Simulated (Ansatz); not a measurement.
The input, for Ansatz 0.2.0:

```yaml
crystal:
  periodic: [false, false, false]
  atoms:
    - {symbol: P, position_ang: [0.000000, -0.076741, 0.973875]}
    - {symbol: P, position_ang: [0.000000, 0.033358, -1.013963]}
    - {symbol: H, position_ang: [0.000000, 1.333150, 1.231888]}
basis:
  gaussian: {orbitals: cc-pVDZ}
total_charge: 1
magnetization: {spin_polarized: false, initial_magnetization: 2}
correlation: {method: fic_nevpt4_sd, electrons: outside_noble_gas, active_space: {window: {electrons: 10, orbitals: 9}, shells: [{species: H, l: s, shell: 1}, {species: P, l: s, shell: 3}, {species: P, l: p, shell: 3}]}}
```

```sh
$ ansatz run in.yaml --threads 1 --pin off --events-out ev --progress --plain --max-ram 4096MiB --backend cpu
```

Log:

```
766 factors; integrals over basis functions are off by at most 2.1e-7 eV
mean field evaluation 1: about -18548.2835 eV, gradient 8.6e0 eV
mean field evaluation 2: about -18548.3208 eV, gradient 8.6e0 eV
mean field evaluation 4: about -18548.9268 eV, gradient 1.7e0 eV
mean field evaluation 8: about -18548.9762 eV, gradient 4.4e-1 eV
mean field evaluation 16: about -18549.0004 eV, gradient 1.2e-5 eV
mean field evaluation 32: about -18549.6930 eV, gradient 8.7e-6 eV
mean field evaluation 64: about -18549.2242 eV, gradient 2.9e0 eV
mean field -18549.69303145 eV, -681.6886454724 hartree, gradient 5.9e-6 eV, S^2 2.000000; 10 other end points of the search recorded, 0 dependent functions left out
reference -18549.69303145 eV, -681.6886454724 hartree; 16, 14 occupied and 25, 27 virtual orbitals, 766 factors
state -18551.38059067 eV, -681.7506621298 hartree
state -18551.38059067 eV, -681.7506621298 hartree; corrected -18555.66563377 eV, -681.9081345592 hartree
Total energy: -18555.66563377 eV, -681.9081345592 hartree
Checks for a lower state left out: starts, orbital_swaps
```

For the same geometry and basis UCCSDTQ lies 109.0 meV lower.

Ran on 1 thread of AMD EPYC 7R13, shared host: 4.8 s wall, 0.37 GiB peak host memory.
